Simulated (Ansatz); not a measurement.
**PH2⁺, singlet in cc-pVDZ: errors against full CI**

Geometry: a point of a bend scan, not a stationary point.

```yaml
atoms:
  - { symbol: P, position_ang: [0.0000, -0.0707, 0.0000] }
  - { symbol: H, position_ang: [0.0000, 1.0863, -0.8390] }
  - { symbol: H, position_ang: [0.0000, 1.0863, 0.8390] }
```

Basis cc-pVDZ; Ansatz 0.2.0. Only valence electrons are correlated (noble-gas cores frozen), which leaves 6 electrons in 23 orbitals. Prefix R: restricted or restricted open-shell reference; prefix U: unrestricted. Active spaces: pair = (2e, 2o) about the gap; valence = (6e, 6o) chosen from the atoms' valence shells.

Full CI is exact within this basis and frozen core; it isn't the basis-set limit. The frozen core follows each run's orbitals, which can shift R against U totals by a few meV.

```
UHF ⟨S²⟩                          : 0.155
T1 diagnostic (RCCSD)             : 0.0127
largest doubles amplitude (RCCSD) : 0.090
```

```csv
level,E − E(RHF) (eV)
RMP2,-2.7253
RCCSD,-3.5281
RCCSD(T),-3.6011
```

(1) Estimate how far full CI in cc-pVDZ lies from RCCSD(T). The table doesn't fix it; the size of (T) and the diagnostics are the guide.

(1) Full CI in cc-pVDZ lies 21 meV below RCCSD(T), which is 29 % of the (T) step (-73 meV). RHF is unstable towards spin polarisation, and the rest is a large part of (T).

The other levels:

| level | E − E(full CI) (meV) | share of correlation (%) | wall time |
| --- | --- | --- | --- |
| CISD | 238 | 93.43 | 0.82 s |
| BCCD(T) | 21 | 99.42 | 0.64 s |
| RCCSDT | 4 | 99.88 | – |
| RCCSDT(Q) | 1 | 99.98 | 1.6 s |
| RCCSDTQ | 0 | 100.00 | 12 s |
| CASSCF (pair space) | 3048 | 15.86 | – |
| NEVPT2 (pair space) | 810 | 77.64 | 0.7 s |
| CASSCF (valence space) | 2045 | 43.54 | – |
| NEVPT2 (valence space) | 575 | 84.12 | 0.82 s |
| MRCISD (valence space) | 83 | 97.72 | – |
| MRCISD+Q (valence space) | 7 | 99.80 | 1.9 s |

The correlation energy at full CI, counted from RHF, is -3.622 eV. That run took 6 s on 1 thread of Intel Xeon, shared host over 786,897 determinants.

Run but not shown, since their state or frozen core can't be matched to the reference's or they repeat it: UHF.

Times hold each run's SCF and search for its determinant on a shared host, so for small cases they say little of a method's own cost; they ran on 1 thread of Intel Xeon.

The full-CI state has the irrep A1 of C2v, in the program's axes.

Natural occupations of full CI about the gap: 1.963 1.940 1.908 0.057 0.048 0.025 0.012 0.009 0.009 0.007; effectively unpaired electrons, Σ n²(2−n)², 0.08.
